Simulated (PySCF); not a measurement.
Gas-phase reaction: SiH₄ + 3 C₃H₄ (allene) = H₂CSiH₂ + 2 C₄H₆ (butadiene)

Method: PySCF energies plus ideal-gas RRHO corrections (1 bar). † marks an energy on the PBE0/def2-TZVP geometry and frequencies; other levels use their own. MP2 and CCSD(T) freeze the core. All species are closed-shell singlets. H₂CSiH₂: computed as isolated molecules; such fragments, hydroxides, amides, oligomers or adducts are transient or little studied in the gas. MP2 isn't extrapolated to the basis-set limit; its ΔH°(298 K) is -200.2 kJ in def2-SVP and -196.6 kJ in def2-TZVPP. CCSD(T) isn't extrapolated to the basis-set limit; its ΔH°(298 K) is -186.2 kJ in def2-SVP and -181.4 kJ in def2-TZVPP. The harmonic model lacks anharmonicity and excited electronic states, which grow with temperature; levels with a mode under 35 cm⁻¹ are left out. Internal rotation in C₄H₆ (butadiene) is treated as a harmonic vibration of one conformer, which makes the entropy rough.

```csv
level,"ΔE electronic, kJ","ΔH°(298 K), kJ","ΔS°(298 K), J/K","ΔG°(1200 K), kJ"
CCSD(T)/def2-SVP†,-217,-186,-134,-24
HF/def2-TZVP†,-166,-136,-134,27
M06-2X/def2-TZVP†,-189,-158,-134,4
MP2/def2-SVP†,-231,-200,-134,-38
PBE/def2-SVP,-200,-170,-135,-6
PBE0/def2-SVP†,-214,-183,-134,-21
ωB97M-V/def2-TZVP†,-190,-160,-134,3
```
ΔH° is lowest at MP2/def2-SVP† and highest at HF/def2-TZVP†. No reference value is set beside these.
